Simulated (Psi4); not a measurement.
# singlet [BSiH4]+ at 4 levels

Aim: a comparison of 4 runs (BLYP/def2-TZVP, PBE0/def2-TZVP, TPSS/def2-TZVP, revPBE/def2-TZVP) of singlet [BSiH4]+. 

The calculation is run with Psi4 1.11.

1 further run of the same task is left out (set aside as unsound or not needed).

### 1 The molecule

[BSiH4]+ has 6 atoms, charge +1, and is taken as a singlet. SMILES of the parent species: `[BH][SiH3]`. The coordinates come from a GFN2-xTB relaxation. That shape belongs to the parent species and isn't relaxed for this state.

Bond lengths: B1–Si2 1.908 Å, B1–H3 1.158 Å, Si2–H4 1.483 Å, Si2–H5 1.476 Å, Si2–H6 1.476 Å. Angles: B1–Si2–H4 119.8°, B1–Si2–H5 111.1°, B1–Si2–H6 111.7°, Si2–B1–H3 148.3°, H4–Si2–H5 103.5°, H4–Si2–H6 103.4°, H5–Si2–H6 106.3°.

### 2 Energy and forces at BLYP/def2-TZVP (run 1)

bh4si.xyz reads:

```xyz
6
BH4Si
B      0.938510    -0.830080     0.651420
Si    -0.268720     0.378400    -0.198310
H      1.206890    -1.921260     0.929580
H     -1.511470    -0.138420    -0.820190
H      0.392690     1.102720    -1.300860
H     -0.757900     1.408630     0.738360
```

run.py reads:

```python
import psi4

psi4.set_memory('1600 MB')
psi4.set_num_threads(1)
psi4.set_output_file('bh4si.out', False)

with open('bh4si.xyz') as f:
    atoms = ''.join(f.readlines()[2:])
geom = psi4.geometry('1 1\n' + atoms + 'symmetry c1')

psi4.set_options({
    'basis': 'def2-TZVP',
    'puream': True,
    'e_convergence': 1e-09,
    'd_convergence': 1e-08,
    'scf_type': 'pk',
    'dft_radial_points': 99,
    'dft_spherical_points': 590,
})

result, w = psi4.gradient("blyp", molecule=geom, return_wfn=True)
psi4.oeprop(w, "MULLIKEN_CHARGES", "DIPOLE", "WIBERG_LOWDIN_INDICES", title="BLYP")
print('gradient / Eh bohr^-1')
print(result.np.round(6))
print(f'energy = {w.energy():.10f} Eh')
```

Started as:

```console
python run.py
```

bh4si.out:

```text
[...]
  Running in c1 symmetry.
[...]
  Nuclear repulsion =   43.128188468135626
[...]
  Multiplicity = 1
[...]
  Nalpha       = 11
  Nbeta        = 11
[...]
    Number of basis functions: 92
[...]
   @RKS iter   1:  -316.24103974263244   -9.21882e-02   4.36673e-03 DIIS/ADIIS
[...]
   @RKS iter  12:  -316.32062158903665   -7.38964e-13   6.00943e-09 DIIS
[...]
    Orbital Energies [Eh]
    ---------------------
    Doubly Occupied:
       1A    -65.682440     2A     -6.911780     3A     -5.275744
       4A     -3.693485     5A     -3.692116     6A     -3.691835
       7A     -0.756530     8A     -0.679704     9A     -0.569064
      10A     -0.529675    11A     -0.525491
[...]
  @RKS Final Energy:  -316.32062158903665
   => Energetics <=
    Nuclear Repulsion Energy =             43.1281884681356260
    One-Electron Energy =                -516.2109230335842085
    Two-Electron Energy =                 182.8693475566066695
    DFT Exchange-Correlation Energy =     -26.1072345801947385
    Empirical Dispersion Energy =           0.0000000000000000
    VV10 Nonlocal Energy =                  0.0000000000000000
    Total Energy =                       -316.3206215890366479
[...]
  -Total Gradient:
     Atom            X                  Y                   Z
    ------   -----------------  -----------------  -----------------
       1        0.014809769585     0.022432379241     0.005970427194
       2        0.019328959347    -0.045350605112     0.016478948700
       3       -0.019441652374     0.006668660688    -0.012118718842
       4        0.000274353465     0.018645248766    -0.002565964086
       5       -0.011300271843    -0.000189996505     0.002775972126
       6       -0.003670944551    -0.002205603988    -0.010540668142
[...]
 Multipole Moments:
 ------------------------------------------------------------------------------------
     Multipole            Electronic (a.u.)      Nuclear  (a.u.)        Total (a.u.)
 ------------------------------------------------------------------------------------
 L = 1.  Multiply by 2.5417464519 to convert [e a0] to [Debye]
 Dipole X            :          2.4550404           -1.6689275            0.7861129
 Dipole Y            :         -1.9148350            1.0986190           -0.8162160
 Dipole Z            :          1.6855714           -1.1267739            0.5587975
 Magnitude           :                                                    1.2635017
[...]
  Mulliken Charges: (a.u.)
   Center  Symbol    Alpha    Beta     Spin     Total
       1     B     2.26761  2.26761  0.00000  0.46477
       2    SI     6.95009  6.95009  0.00000  0.09981
       3     H     0.40398  0.40398  0.00000  0.19204
       4     H     0.45200  0.45200  0.00000  0.09601
       5     H     0.46310  0.46310  0.00000  0.07379
       6     H     0.46321  0.46321  0.00000  0.07357
   Total alpha = 11.00000, Total beta = 11.00000, Total charge =  1.00000
  Wiberg Bond Indices using Orthogonal Lowdin Orbitals:
[...]
```

The script printed:

```text
gradient / Eh bohr^-1
[[ 0.01481   0.022432  0.00597 ]
 [ 0.019329 -0.045351  0.016479]
 [-0.019442  0.006669 -0.012119]
 [ 0.000274  0.018645 -0.002566]
 [-0.0113   -0.00019   0.002776]
 [-0.003671 -0.002206 -0.010541]]
energy = -316.3206215890 Eh
```

It took 11 s on 1 thread of AMD EPYC 9R45 (Zen 5), shared host; peak memory 0.76 GiB.

### 3 A single-point energy at PBE0/def2-TZVP (run 2)

bh4si.inp reads:

```
memory 1.6 GB

molecule {
  1 1
  B
  Si 1 1.907844
  H 1 1.157616 2 148.29837
  H 2 1.482655 1 119.76199 3 2.35337
  H 2 1.47571 4 103.49692 1 124.31908
  H 2 1.475812 5 106.26717 4 -108.55819
  symmetry c1
}

set {
  basis def2-TZVP
  puream true
  e_convergence 1e-09
  d_convergence 1e-08
  scf_type pk
  dft_radial_points 99
  dft_spherical_points 590
}

E, wfn = energy('pbe0', return_wfn=True)
oeprop(wfn, 'DIPOLE', 'WIBERG_LOWDIN_INDICES', 'MAYER_INDICES')
```

Started as:

```console
psi4 bh4si.inp bh4si.out -n 1
```

bh4si.out:

```text
[...]
  Running in c1 symmetry.
[...]
  Nuclear repulsion =   43.128188673615725
[...]
  Multiplicity = 1
[...]
  Nalpha       = 11
  Nbeta        = 11
[...]
    Number of basis functions: 92
[...]
   @RKS iter   1:  -316.13232980805918   -1.79894e-01   3.33721e-03 DIIS/ADIIS
[...]
   @RKS iter  10:  -316.16864115956224   -1.87015e-11   5.53468e-09 DIIS
[...]
    Orbital Energies [Eh]
    ---------------------
    Doubly Occupied:
       1A    -66.460185     2A     -7.181465     3A     -5.547936
       4A     -3.882149     5A     -3.880451     6A     -3.880309
       7A     -0.833426     8A     -0.749069     9A     -0.623071
      10A     -0.576392    11A     -0.571328
[...]
  @RKS Final Energy:  -316.16864115956224
   => Energetics <=
    Nuclear Repulsion Energy =             43.1281886736157247
    One-Electron Energy =                -516.2909519675022239
    Two-Electron Energy =                 176.6160289776321122
    DFT Exchange-Correlation Energy =     -19.6219068433078512
    Empirical Dispersion Energy =           0.0000000000000000
    VV10 Nonlocal Energy =                  0.0000000000000000
    Total Energy =                       -316.1686411595622417
[...]
 Multipole Moments:
 ------------------------------------------------------------------------------------
     Multipole            Electronic (a.u.)      Nuclear  (a.u.)        Total (a.u.)
 ------------------------------------------------------------------------------------
 L = 1.  Multiply by 2.5417464519 to convert [e a0] to [Debye]
 Dipole X            :         -0.0140579            0.0121023           -0.0019556
 Dipole Y            :         -0.4141536            0.4267998            0.0126461
 Dipole Z            :         -3.6767630            2.2537962           -1.4229668
 Magnitude           :                                                    1.4230243
[...]
```

Run time: 9.3 s. Hardware: 1 thread of AMD EPYC 9R45 (Zen 5), shared host; peak memory 0.78 GiB.

Run 3 isn't shown in full; the table further down has it.

### 4 The energy at revPBE/def2-TZVP (run 4)

calc.py reads:

```python
import psi4

psi4.set_memory('1600 MB')
psi4.set_num_threads(1)
psi4.core.set_output_file('run.log', False)

geom = psi4.geometry("""
1 1
B      0.938510    -0.830080     0.651420
Si    -0.268720     0.378400    -0.198310
H      1.206890    -1.921260     0.929580
H     -1.511470    -0.138420    -0.820190
H      0.392690     1.102720    -1.300860
H     -0.757900     1.408630     0.738360
symmetry c1
""")

options = {'basis': 'def2-TZVP', 'puream': True, 'e_convergence': 1e-09, 'd_convergence': 1e-08, 'scf_type': 'pk', 'dft_radial_points': 99, 'dft_spherical_points': 590}
psi4.set_options(options)

energy_value, wavefunction = psi4.energy('revpbe', molecule=geom, return_wfn=True)
psi4.oeprop(wavefunction, 'DIPOLE', 'MAYER_INDICES', 'QUADRUPOLE', title='REVPBE')
print(f'total energy {energy_value:.8f} hartree = {energy_value * 27.211386:.5f} eV')
for k, v in sorted(psi4.core.scalar_variables().items()):
    print(f'{k:45s} {v:18.10f}')
```

Started as:

```console
python calc.py
```

run.log:

```text
[...]
  Running in c1 symmetry.
[...]
  Nuclear repulsion =   43.128188468135626
[...]
  Multiplicity = 1
[...]
  Nalpha       = 11
  Nbeta        = 11
[...]
    Number of basis functions: 92
[...]
   @RKS iter   1:  -316.20612978939988   -9.12545e-02   4.03364e-03 DIIS/ADIIS
[...]
   @RKS iter  11:  -316.27182502883954   -1.28466e-11   8.85719e-09 DIIS
[...]
    Orbital Energies [Eh]
    ---------------------
    Doubly Occupied:
       1A    -65.637225     2A     -6.900996     3A     -5.280459
       4A     -3.685435     5A     -3.684004     6A     -3.683741
       7A     -0.761905     8A     -0.683426     9A     -0.571743
      10A     -0.533722    11A     -0.529130
[...]
  @RKS Final Energy:  -316.27182502883954
   => Energetics <=
    Nuclear Repulsion Energy =             43.1281884681356260
    One-Electron Energy =                -516.2418766016438667
    Two-Electron Energy =                 182.8969961075989090
    DFT Exchange-Correlation Energy =     -26.0551330029302477
    Empirical Dispersion Energy =           0.0000000000000000
    VV10 Nonlocal Energy =                  0.0000000000000000
    Total Energy =                       -316.2718250288395438
[...]
 Multipole Moments:
 ------------------------------------------------------------------------------------
     Multipole            Electronic (a.u.)      Nuclear  (a.u.)        Total (a.u.)
 ------------------------------------------------------------------------------------
 L = 1.  Multiply by 2.5417464519 to convert [e a0] to [Debye]
 Dipole X            :          2.4452911           -1.6689275            0.7763636
 Dipole Y            :         -1.8981764            1.0986190           -0.7995574
 Dipole Z            :          1.6775414           -1.1267739            0.5507674
 Magnitude           :                                                    1.2431320
 L = 2.  Multiply by 1.3450342976 to convert [e a0^2] to [Debye ang]
 Quadrupole XX       :        -45.1760471           35.4094335           -9.7666135
 Quadrupole XY       :         26.3209334          -28.9374565           -2.6165231
[...]
```

Standard output:

```text
total energy -316.27182503 hartree = -8606.19471 eV
CURRENT ENERGY                                   -316.2718250288
CURRENT REFERENCE ENERGY                         -316.2718250288
DD SOLVATION ENERGY                                 0.0000000000
DFT FUNCTIONAL TOTAL ENERGY                      -316.2718250288
DFT TOTAL ENERGY                                 -316.2718250288
DFT VV10 ENERGY                                     0.0000000000
DFT XC ENERGY                                     -26.0551330029
GRID ELECTRONS ALPHA                               11.0000000052
GRID ELECTRONS BETA                                11.0000000052
GRID ELECTRONS TOTAL                               22.0000000105
NUCLEAR REPULSION ENERGY                           43.1281884681
ONE-ELECTRON ENERGY                              -516.2418766016
PCM POLARIZATION ENERGY                             0.0000000000
PE ENERGY                                           0.0000000000
SCF ITERATION ENERGY                             -316.2718250288
SCF ITERATIONS                                     11.0000000000
SCF TOTAL ENERGY                                 -316.2718250288
TWO-ELECTRON ENERGY                               182.8969961076
XC GRID RADIAL POINTS                              99.0000000000
XC GRID SPHERICAL POINTS                          590.0000000000
XC GRID TOTAL POINTS                           335850.0000000000
```

Run time: 8.4 s. Hardware: 1 thread of AMD EPYC 9R45 (Zen 5), shared host; peak memory 0.76 GiB.

### 5 Overview of the runs

```
run             level      task  energy (Eh)  HOMO energy (eV)  LUMO energy (eV)  HOMO–LUMO gap (eV)  wall time
  1    BLYP/def2-TZVP  gradient  -316.320622            -14.30            -11.29                3.01       11 s
  2    PBE0/def2-TZVP    energy  -316.168641            -15.55            -10.46                5.09      9.3 s
  3    TPSS/def2-TZVP  gradient  -316.380792            -14.57            -11.20                3.37       24 s
  4  revPBE/def2-TZVP    energy  -316.271825            -14.40            -11.33                3.07      8.4 s
```

### 6 Results

| quantity | value |
| --- | --- |
| run 4: total energy | -316.27183 Eh |
| run 4: HOMO energy | -14.40 eV |
| run 4: LUMO energy | -11.33 eV |
| run 4: HOMO–LUMO gap | 3.07 eV |

In words: The HOMO–LUMO gap runs from 3.01 eV (BLYP/def2-TZVP) to 5.09 eV (PBE0/def2-TZVP). Totals of different functionals can't be ranked against each other. All runs together took 53 s, the longest 24 s.
